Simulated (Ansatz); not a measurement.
Kohn–Sham single points on BHS (`B=S`).

```yaml
crystal:
  periodic: [false, false, false]
  atoms:
    - {symbol: B, position_ang: [-0.038631, -0.014314, 0.134807]}
    - {symbol: S, position_ang: [0.399156, 0.147542, -1.393323]}
    - {symbol: H, position_ang: [-0.360535, -0.133228, 1.258507]}
basis:
  gaussian: {orbitals: def2-TZVPP}
hamiltonian: {xc: {name: PBE-QIDH}}
```

```sh
$ ansatz run in.yaml --threads 2 --pin off --events-out ev --progress --plain --max-ram 22528MiB --backend cpu
```

It prints (some lines left out):

```
Functional definition: PBE-QIDH
506 factors; integrals over basis functions are off by at most 1.2e-3 eV
mean field evaluation 1: about -11518.0131 eV, gradient 1.4e1 eV
mean field evaluation 2: about -11518.0161 eV, gradient 1.4e1 eV
mean field evaluation 4: about -11518.5620 eV, gradient 2.2e0 eV
mean field evaluation 8: about -11518.5768 eV, gradient 2.7e-2 eV
mean field evaluation 16: about -11518.5768 eV, gradient 3.2e-6 eV
mean field -11518.57680599 eV, -423.2998900483 hartree, gradient 3.2e-6 eV, S^2 0.000000; 0 other end points of the search recorded, 0 dependent functions left out
6 core orbitals not correlated: weight in the atoms' cores, before any rotation towards them, 1.000 or more for the frozen orbitals, at most 0.000 for the correlated occupied ones
reference -11518.57681526 eV, -423.2998903889 hartree; 5, 5 occupied and 76, 76 virtual orbitals, 506 factors
second order -8.23307326 eV of doubles, -0.00000000 eV of singles
Total energy: -11521.32117301 eV, -423.4007436761 hartree
```

Run time 0.86 s (2 threads of an AMD EPYC 7R13 on a shared host); peak host memory 0.11 GiB.

Changing it to `hamiltonian: {xc: lda}` (abridged; 0.35 s):

```
Functional definition: SPW92
mean field -11483.33091835 eV, -422.0046275682 hartree, gradient 3.6e-5 eV, S^2 0.000000
Total energy: -11483.33094791 eV, -422.0046286545 hartree
```

The same input with `hamiltonian: {xc: {name: B97M-V}}` (abridged; 1.1 s):

```
Functional definition: B97M-V
mean field -11526.22451111 eV, -423.5809380278 hartree, gradient 2.9e-5 eV, S^2 0.000000
Total energy: -11526.22455633 eV, -423.5809396894 hartree
```

With the line `hamiltonian: {xc: {name: wB97X-V}}` (abridged; 1.5 s):

```
Functional definition: wB97X-V
mean field evaluation 16: about -11526.7337 eV, gradient 2.1e-5 eV
mean field -11526.73374669 eV, -423.5996520901 hartree, gradient 2.1e-5 eV, S^2 0.000000
Total energy: -11526.73374518 eV, -423.5996520346 hartree
```

With the line `hamiltonian: {xc: {name: r2SCANh}, dispersion: d4}` (abridged; 0.91 s):

```
Functional definition: r2SCANh
mean field -11527.30789977 eV, -423.6207518265 hartree, gradient 7.8e-6 eV, S^2 0.000000
Total energy: -11527.31627357 eV, -423.6210595580 hartree
```

Changing it to `hamiltonian: {xc: {name: BLYP}, dispersion: d4}` (abridged; 0.45 s):

```
Functional definition: BLYP
mean field -11528.42694821 eV, -423.6618760983 hartree, gradient 7.9e-5 eV, S^2 0.000000
Total energy: -11528.51182251 eV, -423.6649951711 hartree
```
